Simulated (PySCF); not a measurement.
Molecule: CH₃O₂, charge 1, multiplicity 1. It need not be the lowest isomer of its formula. SMILES: OC=[OH+]
Coordinates optimised at B3LYP-D3(BJ)/def2-TZVP (Ansatz):
```xyz
6

O     -1.0530    -0.4395    -0.1143
C     -0.1186     0.4143    -0.0448
O      1.1188     0.2095     0.1392
H     -0.8259    -1.3865    -0.0179
H     -0.4163     1.4547    -0.1573
H      1.4268    -0.7134     0.2450
```
Charge +1, spin multiplicity 1.

Dispersion corrections to the total energy (kcal/mol) from the dftd3 and dftd4 libraries through PySCF: D3(BJ) without and D4 with the three-body term, each with the damping fitted for the functional named.

| functional | D3(BJ) | D4 |
|---|---|---|
| revPBE | -4.00 | -3.98 |
| CAM-B3LYP | (withheld) | -0.78 |
| BHLYP | -1.78 | (withheld) |
| HF | -14.25 | -4.34 |
| B3LYP | -2.41 | -1.57 |
| BP86 | -2.03 | -1.22 |
| HSE06 | -0.78 | (withheld) |

Task: Complete the blanks.

Result: 
- CAM-B3LYP, D3(BJ): -0.95
- BHLYP, D4: -1.01
- HSE06, D4: -0.72
